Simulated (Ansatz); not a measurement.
C$_{2}$H$_{5}$FO, SMILES `COCF`, relaxed with RKS PBE0-D4/def2-TZVP in the Gaussian-basis code of Ansatz from a PBE-D4/def2-SVP geometry. The force threshold is 0.005 eV/Å; the program also tests the step.

The species carries charge 0 and has multiplicity 1.

Start:

```xyz
9

C     0.701    0.788    0.530
O     0.550   -0.584    0.195
C    -0.629   -0.877   -0.449
F    -0.677   -0.325   -1.725
H    -0.126    1.139    1.192
H     1.660    0.893    1.070
H     0.721    1.429   -0.378
H    -1.520   -0.480    0.105
H    -0.680   -1.983   -0.541
```

```json
{"step": "1", "energy (eV)": "-6914.5992", "largest force (eV/Å)": "0.652", "largest move (Å)": "0.000"}
{"step": "2", "energy (eV)": "-6914.6364", "largest force (eV/Å)": "0.194", "largest move (Å)": "0.024"}
{"step": "3", "energy (eV)": "-6914.6401", "largest force (eV/Å)": "0.044", "largest move (Å)": "0.011"}
{"step": "4", "energy (eV)": "-6914.6402", "largest force (eV/Å)": "0.019", "largest move (Å)": "0.004"}
{"step": "5", "energy (eV)": "-6914.6403", "largest force (eV/Å)": "0.009", "largest move (Å)": "0.011"}
{"step": "6", "energy (eV)": "-6914.6403", "largest force (eV/Å)": "0.010", "largest move (Å)": "0.006"}
{"step": "7", "energy (eV)": "-6914.6403", "largest force (eV/Å)": "0.003", "largest move (Å)": "0.005"}
```

End:

```xyz
9

C     0.696    0.789    0.521
O     0.560   -0.573    0.167
C    -0.624   -0.874   -0.435
F    -0.696   -0.331   -1.706
H    -0.142    1.112    1.151
H     1.624    0.880    1.083
H     0.745    1.426   -0.366
H    -1.484   -0.470    0.119
H    -0.679   -1.959   -0.534
```

Hardware: 4 threads of an Arm Neoverse V1 on a shared host. Wall time 11 s, peak host memory 0.28 GiB.
